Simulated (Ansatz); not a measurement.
**What a trial cell of CaZr relaxes into**

These are results of Ansatz, DFT PBE, scalar-relativistic, plane waves, PAW, not measurements. Cutoff 420 eV, Γ-centred k mesh, Gaussian smearing, no spin polarisation in the final step.

A relaxed cell is given with its space group left out.

```xyz
8
Lattice="6.1296 0.0000 0.0000 0.0000 6.1296 0.0000 0.0000 0.0000 6.1296" Properties=species:S:1:pos:R:3 pbc="T T T"
Ca    5.1967    5.1967    5.1967
Ca    3.9978    0.9329    2.1319
Ca    2.1319    3.9978    0.9329
Ca    0.9329    2.1319    3.9978
Zr    0.8942    0.8942    0.8942
Zr    2.1706    5.2354    3.9590
Zr    3.9590    2.1706    5.2354
Zr    5.2354    3.9590    2.1706
```

The zero of energy is the elements' standard structures at the same level; no fitted shifts are applied.

**Question.** What space group does it have?

**Answer.** P2_13 (No. 198). Conventional cell: a = 6.130 Å. Ca is coordinated by 7 Zr at 3.16–3.34 Å and 6 Ca at 3.78 Å; Zr has 7 Ca at 3.16–3.34 Å and 6 Zr at 3.77 Å.

**Question.** How far does it lie from the elements in energy?

**Answer.** 0.64 eV/atom.

**Question.** Is it a metal?

**Answer.** Yes, bands cross the Fermi level on the 6×6×6 mesh.

The final run used a 6×6×6 mesh on its 8-atom cell and 0.10 eV smearing. For metals, differences of a few meV/atom aren't resolved. The cell came from a trial start, so CaZr may not exist in this structure.

Cost: 3 runs of about 1.1 core-minutes in all, on Intel Xeon Platinum 8581C (Emerald Rapids) (shared hosts).